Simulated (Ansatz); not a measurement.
Molecule: C$_{6}$H$_{5}$, net charge 0, doublet state. It need not be the lowest isomer of its formula. SMILES: c1c[c]ccc1
Structure (B3LYP-D3(BJ)/def2-TZVP (Ansatz, a quantum-chemistry and plane-wave program) minimum search):
```xyz
11

C     -0.0001     1.3914    -0.0045
C      1.2208     0.7691    -0.0030
C      1.2089    -0.6297     0.0015
C      0.0001    -1.3184     0.0042
C     -1.2088    -0.6298     0.0026
C     -1.2208     0.7690    -0.0019
H      2.1535     1.3185    -0.0052
H      2.1458    -1.1733     0.0028
H      0.0001    -2.4006     0.0077
H     -2.1457    -1.1735     0.0048
H     -2.1537     1.3183    -0.0032
```
Charge 0, spin multiplicity 2.

Parts of the frozen-core correlation energy in STO-3G (Ansatz, hartree). Frozen orbitals: 6; correlated occupied orbitals by spin: 15 and 14; virtual: 14 and 15. UHF or UKS for open shells. No spin-orbit coupling. Non-relativistic. The program attaches cautions to this run: large difference.

| term | value |
|---|---|
| reference (HF) | -227.26693 |
| MP2 opposite-spin | -0.20276 |
| MP2 same-spin | -0.04917 |
| CCSD correlation | -0.36306 |
| (T) | -0.01040 |
| T1 diagnostic | 0.053 |
| largest doubles amplitude | 0.148 |
| <S^2> of the reference | 1.762 |
